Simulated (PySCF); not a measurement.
Numbering as in the mapped SMILES `[CH3:1][C+:2]([CH3:3])[CH:4]([CH3:5])[CH3:6]`. Each H is labelled by its parent atom.

Geometry: GFN2-xTB; GIAO shifts from PySCF 2.14.0 with density-fitted response routines, gas phase, non-relativistic, averaged over equivalent atoms.

At PBE0/6-31G* (110 basis functions, 13 s wall time on 1 thread of an Intel Xeon Platinum 8375C, shared host):
```
      atoms  δ (ppm)
         C2    324.2
         C4     64.0
      C1/C3     42.9
      C5/C6     24.7
      H(C4)     4.59
H(C1)/H(C3)     3.87
H(C5)/H(C6)     1.87
```

Chemical shifts δ = σref − σ; ¹³C (196.39 ppm), ¹H (32.41 ppm) against TMS, all at this level.

Task: Estimate the result of repeating the calculation with PBE0/pcSseg-1.

Result: 
```json
{"atoms": "C2", "δ at PBE0/pcSseg-1": "350.8", "change": "+26.6"}
{"atoms": "C4", "δ at PBE0/pcSseg-1": "69.3", "change": "+5.3"}
{"atoms": "C1/C3", "δ at PBE0/pcSseg-1": "47.6", "change": "+4.7"}
{"atoms": "C5/C6", "δ at PBE0/pcSseg-1": "26.8", "change": "+2.1"}
{"atoms": "H(C4)", "δ at PBE0/pcSseg-1": "4.34", "change": "-0.25"}
{"atoms": "H(C1)/H(C3)", "δ at PBE0/pcSseg-1": "3.97", "change": "+0.10"}
{"atoms": "H(C5)/H(C6)", "δ at PBE0/pcSseg-1": "1.84", "change": "-0.03"}
```

δ = σ(ref) − σ, references computed at the same level: ¹³C (186.93 ppm) and ¹H (31.72 ppm) vs TMS.

The largest change is at C2 (carbocation centre). Cost: 167 basis functions, 49 s wall time on 1 thread of an Intel Xeon, shared host. The order of the carbon signals is the same at both levels.

The carbons averaged at δ 24.7 differ by 10 ppm in this conformer.
